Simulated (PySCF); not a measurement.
Species: C4H7FN (doublet state).
Z-matrix (Å and degrees, PBE0-D3(BJ)/def2-SVP geometry), rows numbered from 1:
```
N 
C   1  1.3914
C   2  1.4675  1  118.75
C   3  1.5384  2  122.93  1   -88.04
C   4  1.4834  3   58.89  2  -109.10
F   5  1.3575  3  118.31  4   108.98
H   1  1.0145  2  114.88  3  -166.28
H   1  1.0157  2  114.62  3   -36.39
H   2  1.0945  1  115.36  3  -151.08
H   3  1.0990  2  116.03  1    57.27
H   4  1.0929  3  118.33  5   108.19
H   4  1.0934  3  116.83  5  -106.30
H   5  1.0962  3  118.66  4  -110.31
```

The hyperfine couplings belong to this conformer and change with its torsions.

The species is `N[CH][C@@H]1C[C@H]1F` [radical].

The calculation used PySCF 2.14.0, UKS B3LYP, IGLO-III on C F N, pcH-1 on H, non-relativistic, mean-field spin-orbit, GIAO. The structure is a single PBE0-D3(BJ)/def2-SVP conformer in the gas phase; no vibrational or solvent corrections. No stability test was run, so a lower SCF solution isn't excluded.

Task: Break the g tensor into its mass correction, gauge correction and orbital-Zeeman/spin–orbit terms.

Result: 
| Δg (ppm) | 1 | 2 | 3 |
| --- | --- | --- | --- |
| relativistic mass correction | -171 | -171 | -171 |
| gauge correction | 11 | 37 | 39 |
| orbital Zeeman/spin–orbit | 51 | 538 | 1090 |
| total | -110 | 404 | 957 |

So g = 2.00221, 2.00272, 2.00328 and g_iso = 2.00274; the tensor is rhombic: the two nearest values differ by 48 % of g3 − g1. Axes: g2 points within 7° of the N1–C2 bond.

Task: At 34.177 GHz, how far is the centre of the isotropic spectrum from where a free electron (g = 2.002319) resonates?

Result: B = hν/(g μB) with μB/h = 13.99624 MHz/mT gives 1219.52 mT for the free electron and 1219.27 mT at g_iso, 0.25 mT lower.

Task: Average each term over the three axes. Which is largest in size?

Result: The orbital-Zeeman/spin–orbit term 559, the mass correction -171 and the gauge correction 29 ppm, for a total of 417 ppm. The orbital-Zeeman/spin–orbit term is the largest in size. The mass correction is the same along every axis, so the anisotropy comes from the other two: their spans along these axes are 28 (gauge) and 1039 ppm (orbital Zeeman/spin–orbit).

Task: What are the electron Larmor frequencies g μB B/h along the three axes at 1200 mT?

Result: 33.6281, 33.6367, 33.6460 GHz for g1, g2 and g3, a range of 17.9 MHz.

Task: In a frozen sample, at which fields do the three g values resonate at 9.5, 34, 94 and 263 GHz (hyperfine left aside), and which band first spreads them over more than twice a line width of 0.5 mT?

Result: 
| band | GHz | B(g3) mT | B(g2) mT | B(g1) mT | spread mT |
| --- | --- | --- | --- | --- | --- |
| X | 9.5 | 338.82 | 338.92 | 339.00 | 0.18 |
| Q | 34.0 | 1212.62 | 1212.96 | 1213.27 | 0.65 |
| W | 94.0 | 3352.55 | 3353.48 | 3354.34 | 1.79 |
| J | 263.0 | 9380.01 | 9382.60 | 9385.01 | 5.00 |

The spread grows in proportion to the frequency. W band is the first where it exceeds 1.0 mT.

The Mulliken spin populations are largest on C2 (+0.86), N1 (+0.15), C4 (+0.08) and C3 (-0.07). The positive populations add up to 1.12 and the negative ones to -0.12, together 2S = 1. The angles at C2 add up to 353.3°, so it is slightly pyramidal.

The HOMO–LUMO gaps are 4.72 eV among the α and 6.93 eV among the β orbitals.
